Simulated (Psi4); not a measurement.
**HSE06/def2-TZVPPD run of HCl (hydrogen chloride)**

What is the vertical electron affinity of HCl (hydrogen chloride) at HSE06/def2-TZVPPD? 

Program for the calculation: Psi4 1.11.

**1. Starting point**

HCl: 2 atoms, total charge 0, spin state singlet. SMILES: `Cl`. The coordinates come from a PBE0-D4/def2-TZVP relaxation.

Bond lengths: Cl1–H2 1.279 Å.

**2. The energy at HSE06/def2-TZVPPD**

File clh.inp:

```
memory 1.6 GB

molecule molecule1 {
  0 1
  Cl
  H 1 1.278791
  symmetry c1
}

set {
  basis                def2-TZVPPD
  reference            rks
  puream               true
  e_convergence        1e-09
  d_convergence        1e-08
  scf_type             pk
  dft_radial_points    99
  dft_spherical_points 590
}

result, w = energy("hse06", return_wfn=True)
```

The run is started by

```console
$ psi4 -n 1 clh.inp clh.out
```

clh.out, shortened:

```text
[...]
  Running in c1 symmetry.
[...]
  Nuclear repulsion =    7.034779398189383
[...]
  Multiplicity = 1
[...]
  Nalpha       = 9
  Nbeta        = 9
[...]
    Number of basis functions: 68
[...]
   @RKS iter   1:  -460.65903870975683   -8.19196e-02   4.37470e-03 DIIS/ADIIS
[...]
   @RKS iter   8:  -460.68496818416395   -3.01270e-12   4.68768e-09 DIIS
[...]
    Orbital Energies [Eh]
    ---------------------
    Doubly Occupied:
       1A   -101.706199     2A     -9.525005     3A     -7.257178
       4A     -7.248976     5A     -7.248976     6A     -0.854406
       7A     -0.474096     8A     -0.334077     9A     -0.334077
[...]
  @RKS Final Energy:  -460.68496818416395
   => Energetics <=
    Nuclear Repulsion Energy =              7.0347793981893831
    One-Electron Energy =                -649.9654733562663296
    Two-Electron Energy =                 204.0193629669107338
    DFT Exchange-Correlation Energy =     -21.7736371929977039
    Empirical Dispersion Energy =           0.0000000000000000
    VV10 Nonlocal Energy =                  0.0000000000000000
    Total Energy =                       -460.6849681841638926
[...]
 Multipole Moments:
 ------------------------------------------------------------------------------------
     Multipole            Electronic (a.u.)      Nuclear  (a.u.)        Total (a.u.)
 ------------------------------------------------------------------------------------
 L = 1.  Multiply by 2.5417464519 to convert [e a0] to [Debye]
 Dipole X            :         -0.0000000            0.0000000           -0.0000000
 Dipole Y            :          0.0000000            0.0000000            0.0000000
 Dipole Z            :         -0.7597494            1.1980381            0.4382887
 Magnitude           :                                                    0.4382887
[...]
```

It took 9 s on 1 thread of Intel Xeon Platinum 8488C (Sapphire Rapids), shared host; peak memory 0.48 GiB.

**3. The doublet anion: energy and forces at UHSE06/def2-TZVPPD**

File input.json:

```json
{
 "schema_name": "qcschema_input",
 "schema_version": 1,
 "molecule": {
  "schema_name": "qcschema_molecule",
  "schema_version": 2,
  "symbols": ["Cl", "H"],
  "geometry": [1.03179046, -0.33731611, 0.5306351, -1.03179046, 0.33731611, -0.5306351],
  "molecular_charge": -1,
  "molecular_multiplicity": 2,
  "fix_symmetry": "c1"
 },
 "driver": "gradient",
 "model": {
  "method": "hse06",
  "basis": "def2-TZVPPD"
 },
 "keywords": {
  "reference": "uks",
  "puream": true,
  "e_convergence": 1e-09,
  "d_convergence": 1e-08,
  "scf_type": "pk",
  "dft_radial_points": 99,
  "dft_spherical_points": 590,
  "maxiter": 200,
  "scf_properties": ["LOWDIN_CHARGES", "MAYER_INDICES", "MULLIKEN_CHARGES"]
 }
}
```

The run is started by

```console
$ psi4 --qcschema input.json -n 1 --memory 1600MB
```

stdout, shortened:

```text
[...]
  Running in c1 symmetry.
[...]
  Nuclear repulsion =    7.034776967508858
[...]
  Multiplicity = 2
[...]
  Nalpha       = 10
  Nbeta        = 9
[...]
    Number of basis functions: 68
[...]
   @UKS iter   1:  -460.53046756899249    4.66510e-02   6.17899e-03 DIIS/ADIIS
[...]
   @UKS iter  12:  -460.63694388326536   -2.31353e-11   5.86251e-09 DIIS
[...]
   @S^2 Observed:                7.503076248E-01
[...]
  @UKS Final Energy:  -460.63694388326536
   => Energetics <=
    Nuclear Repulsion Energy =              7.0347769675088578
    One-Electron Energy =                -653.6414158854408925
    Two-Electron Energy =                 207.8674218048148816
    DFT Exchange-Correlation Energy =     -21.8977267701481750
    Empirical Dispersion Energy =           0.0000000000000000
    VV10 Nonlocal Energy =                  0.0000000000000000
    Total Energy =                       -460.6369438832653600
[...]
 Multipole Moments:
 ------------------------------------------------------------------------------------
     Multipole            Electronic (a.u.)      Nuclear  (a.u.)        Total (a.u.)
 ------------------------------------------------------------------------------------
 L = 1.  Multiply by 2.5417464519 to convert [e a0] to [Debye]
 Dipole X            :          0.0000000           -0.0000000            0.0000000
 Dipole Y            :          0.0000000            0.0000000            0.0000000
 Dipole Z            :          3.5896850           -1.1980385            2.3916465
 Magnitude           :                                                    2.3916465
[...]
  Mulliken Charges: (a.u.)
   Center  Symbol    Alpha    Beta     Spin     Total
       1    CL    10.39001  8.65286  1.73715 -2.04287
       2     H    -0.39001  0.34714 -0.73715  1.04287
   Total alpha = 10.00000, Total beta =  9.00000, Total charge = -1.00000
  Lowdin Charges: (a.u.)
   Center  Symbol    Alpha    Beta     Spin     Total
       1    CL     9.01102  8.30054  0.71047 -0.31156
       2     H     0.98898  0.69946  0.28953 -0.68844
  Total alpha = 10.00000, Total beta =  9.00000, Total charge = -1.00000
[...]
  -Total Gradient:
     Atom            X                  Y                   Z
    ------   -----------------  -----------------  -----------------
       1       -0.000000000013    -0.000000000010    -0.043503743007
       2        0.000000000014     0.000000000010     0.043504117574
[...]
```

The result, in JSON:

```text
{
 "driver": "gradient",
 "model": {
  "method": "hse06",
  "basis": "def2-TZVPPD"
 },
 "success": true,
 "return_result": [-1.257251152284478e-11, -1.0204314943653779e-11, -0.04350374300675264, 1.3999660912314777e-11, 1.0235832894966944e-11, 0.04350411757429551],
 "properties": {
  "calcinfo_nbasis": 68,
  "calcinfo_nmo": 68,
  "calcinfo_nalpha": 10,
  "calcinfo_nbeta": 9,
  "calcinfo_natom": 2,
  "nuclear_repulsion_energy": 7.034776967508858,
  "return_energy": -460.63694388326536,
  "return_gradient": [-1.257251152284478e-11, -1.0204314943653779e-11, -0.04350374300675264, 1.3999660912314777e-11, 1.0235832894966944e-11, 0.04350411757429551],
  "scf_one_electron_energy": -653.6414158854409,
  "scf_two_electron_energy": 207.86742180481488,
  "scf_xc_energy": -21.897726770148175,
  "scf_dipole_moment": [8.270997397820832e-10, 6.015360078652047e-10, 2.3916464840663023],
  "scf_total_energy": -460.63694388326536,
  "scf_total_gradient": [-1.257251152284478e-11, -1.0204314943653779e-11, -0.04350374300675264, 1.3999660912314777e-11, 1.0235832894966944e-11, 0.04350411757429551],
  "scf_iterations": 12
 }
}
```

Wall time 16 s (1 thread of Intel Xeon Platinum 8488C (Sapphire Rapids), shared host); peak memory 0.48 GiB.

**4. Outcome**

At HSE06/def2-TZVPPD:

```
                                         quantity          value
                        singlet HCl: total energy  -460.68497 Eh
                       singlet HCl: dipole moment         1.11 D
                         singlet HCl: HOMO energy       -9.09 eV
                         singlet HCl: LUMO energy       -0.47 eV
                       singlet HCl: HOMO–LUMO gap        8.62 eV
                      doublet anion: total energy  -460.63694 Eh
doublet anion: HOMO energy (highest over α and β)        3.20 eV
 doublet anion: LUMO energy (lowest over α and β)        4.24 eV
                              doublet anion: ⟨S²⟩          0.750
          doublet anion: largest force on an atom     2.237 eV/Å
vertical electron affinity (to the doublet anion)      -1.307 eV
```

The anion lies 1.31 eV (30 kcal/mol) above the neutral: the electron isn't bound at this level, and such a value depends on the basis. The HOMO (doublet anion) lies at positive energy, 3.20 eV; only total energies tell whether the electron is bound.
